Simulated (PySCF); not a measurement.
**Dipole moment and polarisability of `C/N=C/CC#N`**

Species: C4H6N2.
Cartesian coordinates in Å at the PBE0-D3(BJ)/def2-SVP level; atoms count from 1:
```
atom  x, y, z in Å
C1     2.1712   -0.2539   -0.0839
N2     0.8306   -0.2910    0.4265
C3    -0.1310   -0.2156   -0.3844
C4    -1.5573   -0.2704    0.1011
C5    -2.3470    0.8628   -0.3683
N6    -2.9564    1.7658   -0.7580
H7     2.7038   -1.1660    0.2291
H8     2.2359   -0.1619   -1.1859
H9     2.7086    0.5909    0.3754
H10    0.0109   -0.1181   -1.4806
H11   -2.0400   -1.1955   -0.2598
H12   -1.5524   -0.2983    1.2008
```

Level: PBE0/def2-SVPD (PySCF), static field, nuclei fixed, core orbitals frozen in the response. The polarisability tensor in these axes (au):

```
x   79.45 -9.38  6.15
y   -9.38 53.48 -4.52
z    6.15 -4.52 52.75
```

**Question.** Diagonalise the tensor; give its mean and Δα, where Δα² is half the sum of the squared differences of the eigenvalues.

**Answer.** Principal values 48.39, 53.12 and 84.16 au; mean 61.89 au = 9.17 Å³ = 10.20 × 10⁻⁴⁰ C²·m²/J; Δα = 33.66 au (54 % of the mean).

**Question.** What is the dipole moment, and where does it point?

**Answer.** (2.42, -2.93, -0.15) D, 3.80 D in size, pointing from the negative to the positive side. Measured along this direction, the outermost atoms are N6 at the negative end and H7 at the positive end.

**Question.** Refractivity n − 1 of an ideal gas of it at 500 K and 1 atm, from the electronic α?

**Answer.** N = p/kT = 1.4678 × 10¹⁹ cm⁻³, so n − 1 = 2π × N × 9.17 × 10⁻²⁴ cm³ = 846 × 10⁻⁶ at long wavelengths.

**Question.** Along which axes do the principal values lie, and how far do the nuclei extend along each?

**Answer.** Largest value along (0.92, -0.32, 0.23), where the nuclei span 6.36 Å; middle along (-0.37, -0.57, 0.73), 3.24 Å; least along (0.10, 0.76, 0.64), 2.25 Å. The response follows the extents in order.

**Question.** What depolarisation ratio follows for Rayleigh scattering of linearly polarised light, taking the static tensor?

**Answer.** ρ = 3Δα²/(45ᾱ² + 4Δα²) = 3398.5/(172371 + 4531.3) = 0.0192.

Geometry: PBE0-D3(BJ)/def2-SVP, one conformer, isolated molecule.
